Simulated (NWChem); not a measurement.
methylamine (CH₅N); SMILES CN

Computed with NWChem. The geometry was optimised at PBE0/def2-SVP. Computed dipoles belong to the equilibrium geometry; the measured one is vibrationally averaged.

Measured dipole moment: 1.31 D (NIST CCCBDB, as tabulated in the package chemicals).

```json
[
 {"level": "Hartree-Fock/STO-3G", "dipole moment (D)": "___", "computed − measured": "___"},
 {"level": "Hartree-Fock/def2-SVP", "dipole moment (D)": "1.44", "computed − measured": "+0.13"},
 {"level": "Hartree-Fock/def2-SVPD", "dipole moment (D)": "1.39", "computed − measured": "+0.08"},
 {"level": "Hartree-Fock/def2-TZVP", "dipole moment (D)": "1.42", "computed − measured": "+0.11"},
 {"level": "Hartree-Fock/def2-TZVPD", "dipole moment (D)": "1.37", "computed − measured": "+0.06"},
 {"level": "Hartree-Fock/def2-TZVPP", "dipole moment (D)": "1.38", "computed − measured": "+0.07"},
 {"level": "Hartree-Fock/def2-QZVP", "dipole moment (D)": "___", "computed − measured": "___"}
]
```

**Question.** Some entries are withheld; supply them.

**Answer.** 
- Hartree-Fock/STO-3G, dipole moment (D): 1.47
- Hartree-Fock/STO-3G, computed − measured: +0.16
- Hartree-Fock/def2-QZVP, dipole moment (D): 1.37
- Hartree-Fock/def2-QZVP, computed − measured: +0.06
